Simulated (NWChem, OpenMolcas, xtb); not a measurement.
## CHF2S (SMILES F[C](F)S): the dipole moment, rung by rung

CHF2S: 5 atoms, total charge 0, spin state doublet. SMILES: `F[C](F)S`. The coordinates come from a GFN2-xTB relaxation. This is one conformer, not always the lowest.

```xyz
5

F     1.0599    0.0843    0.9467
C     0.2379   -0.4921    0.0569
F    -0.2014   -1.6515    0.5434
S    -0.9767    0.5262   -0.6796
H    -0.1197    1.5331   -0.8674
```

Quantity: the dipole moment, in D. The values are calculated.

```csv
level,kind,program,value (D),CPU time
GFN2-xTB,semi-empirical,xtb,2.28,under 2 s
GFN0-xTB,semi-empirical,xtb,1.86,under 2 s
GFN1-xTB,semi-empirical,xtb,2.29,under 2 s
UHF/ANO-RCC-MB (DKH2),Hartree–Fock,OpenMolcas,2.04,2.6 s
UHF/STO-3G,Hartree–Fock,NWChem,1.17,1.7 s
UHF/3-21G,Hartree–Fock,NWChem,2.02,2.5 s
UHF/MIDI,Hartree–Fock,OpenMolcas,2.09,1.8 s
UHF/6-31G** (spherical functions),Hartree–Fock,OpenMolcas,1.75,4.5 s
UHF/def2-SVP,Hartree–Fock,OpenMolcas,1.94,3.9 s
UTPSS/6-31G** (spherical functions),meta-GGA,OpenMolcas,1.29,33 s
```

The values span 1.17 to 2.29 D. Sets without polarisation functions give poor dipoles. Times are those of the runs behind each value, whatever else they computed, on shared processors of several kinds: orders of magnitude only.
